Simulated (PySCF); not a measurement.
## Field gradients at the hydrogen positions

C4H12P2.
Z-matrix (Å and degrees, GFN2-xTB geometry), rows numbered from 1:
```
C 
C   1  1.5261
C   2  1.5298  1  109.91
C   2  1.5282  1  110.07  3  -121.21
P   2  1.8935  1  112.10  3   118.74
P   5  2.1592  2  100.00  1    58.13
H   1  1.0896  2  109.79  3    62.80
H   1  1.0900  2  110.86  3  -177.60
H   1  1.0890  2  110.95  3   -56.87
H   3  1.0889  2  110.26  1   -59.18
H   3  1.0889  2  110.65  1    60.80
H   3  1.0884  2  110.58  1  -179.26
H   4  1.0900  2  110.70  1  -176.84
H   4  1.0915  2  110.34  1   -56.61
H   4  1.0891  2  110.38  1    63.09
H   5  1.4023  2   95.42  1   -36.17
H   6  1.3937  5   92.05  2  -169.20
H   6  1.3949  5   93.93  2    98.82
```

Level: PBE0/pcSseg-1 (PySCF, non-relativistic); Q(2H) = 0.00286 b; rigid geometry, the same for H and D, with no vibrational averaging.

Problem. Rank these positions by the coupling χzz of a deuteron there, largest first.
A. H8 (methyl hydrogen)
B. H12 (methyl hydrogen)
C. H16 (P–H hydrogen)
D. H17 (P–H hydrogen)

Solution. B (210 kHz), A (205 kHz), D (136 kHz), C (130 kHz).

Problem. Give the electric field gradient Vzz (the principal value of largest size), its asymmetry and the 2H coupling at each hydrogen.

Solution. 
| atom | bonded to | bond length (Å) | Vzz (au) | η | χzz (kHz) |
| --- | --- | --- | --- | --- | --- |
| H7 | C1 | 1.090 | 0.3125 | 0.02 | 210 |
| H8 | C1 | 1.090 | 0.3050 | 0.03 | 205 |
| H9 | C1 | 1.089 | 0.3130 | 0.02 | 210 |
| H10 | C3 | 1.089 | 0.3135 | 0.02 | 211 |
| H11 | C3 | 1.089 | 0.3124 | 0.03 | 210 |
| H12 | C3 | 1.088 | 0.3120 | 0.02 | 210 |
| H13 | C4 | 1.090 | 0.3095 | 0.02 | 208 |
| H14 | C4 | 1.091 | 0.3061 | 0.03 | 206 |
| H15 | C4 | 1.089 | 0.3132 | 0.02 | 210 |
| H16 | P5 | 1.402 | 0.1931 | 0.09 | 130 |
| H17 | P6 | 1.394 | 0.2026 | 0.08 | 136 |
| H18 | P6 | 1.395 | 0.2004 | 0.07 | 135 |

Problem. Average by the element that carries the hydrogen.

Solution. on C: 209 kHz over 9 positions, mean bond length 1.089 Å; on P: 134 kHz over 3 positions, mean bond length 1.397 Å.

Problem. A static deuteron (I = 1) shows a doublet split by (3/2)χ, (3/4)χ(1 + η) and (3/4)χ(1 − η) with the field along z, y and x of the gradient. What are these for H8?

Solution. With |χ| = 205.0 kHz and η = 0.025: 307, 158 and 150 kHz, to first order and without motion.

Geometry: GFN2-xTB, one conformer, isolated molecule. GFN2-xTB bond lengths can be off by several hundredths of an ångström, more for odd bonds, and the gradients follow them. These gradients aren't converged with respect to the basis.
